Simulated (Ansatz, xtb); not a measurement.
# Two isomers of CH3OS+

Structure X is `[H]/[S+]=C/O`, a singlet and structure Y is `[H]/[S+]=C\O`, a singlet. Both are isolated ions in the gas phase, relaxed with PBE0-D3(BJ)/pcseg-1; the shapes shown needn't be the lowest conformers.

X (Å):

```xyz
6

C     0.5988   -2.1460   -0.5428
O    -0.3513   -2.4916    0.2371
S     2.1330   -1.9766    0.0991
H    -1.2200   -2.5715   -0.2051
H     0.4003   -1.9675   -1.6061
H     2.6977   -1.6244   -1.0823
```

Y (Å):

```xyz
6

C     0.0460   -0.8061    0.3467
O    -0.8177   -1.1773    1.2129
S     0.1931    0.7774   -0.1480
H    -0.7946   -2.1359    1.4109
H    -0.8044    1.2568    0.6451
H     0.7295   -1.5351   -0.1053
```

Quicker runs give these differences E(Y) − E(X): GFN2-xTB −11.99 kJ/mol; HF/STO-3G −9.10 kJ/mol (at GFN2-xTB geometries); r2SCAN-D4/def2-SVP −5.91 kJ/mol (at GFN2-xTB geometries).

Question: Estimate E(Y) − E(X) at the level CCSD(T)/def2-TZVPP.

Answer: Too close to call at this level: CCSD(T)/def2-TZVPP gives E(Y) − E(X) = −3.21 kJ/mol.

The same difference at several levels:

| level | geometry | E(Y) − E(X) (kJ/mol) | departure from the last row (kJ/mol) | job, with rough time for the two |
| --- | --- | --- | --- | --- |
| GFN2-xTB | GFN2-xTB | −11.99 | −8.79 | optimisation, 0.11 s |
| HF/STO-3G | GFN2-xTB | −9.10 | −5.90 | single point, 0.2 s |
| r2SCAN-D4/def2-SVP | GFN2-xTB | −5.91 | −2.71 | single point, 2.7 s |
| PBE0-D3(BJ)/pcseg-1 | PBE0-D3(BJ)/pcseg-1 | −4.61 | −1.40 | optimisation, 20 s |
| HF/def2-TZVPP | PBE0-D3(BJ)/pcseg-1 | −2.63 | +0.57 | part of the CCSD(T) run |
| MP2/def2-TZVPP | PBE0-D3(BJ)/pcseg-1 | −3.16 | +0.05 | part of the CCSD(T) run |
| CCSD(T)/def2-TZVPP | PBE0-D3(BJ)/pcseg-1 | −3.21 |  | single point, 54 s |

As drawn, both hold the same kinds of bond in the same numbers.

The largest departure from CCSD(T)/def2-TZVPP is that of GFN2-xTB, 8.79 kJ/mol.

With harmonic frequencies from PBE0-D3(BJ)/pcseg-1 (ideal gas, rigid rotor, one conformer each, 298.15 K, 1 atm): the zero-point term adds −0.18 kJ/mol; ΔH is −3.45 and ΔG −3.37 kJ/mol.

The correlated steps freeze 7 core orbitals. Programs: Ansatz 0.2.0, xtb 6.7.1; the last row on 1 thread of Arm Neoverse V2 on a shared host.
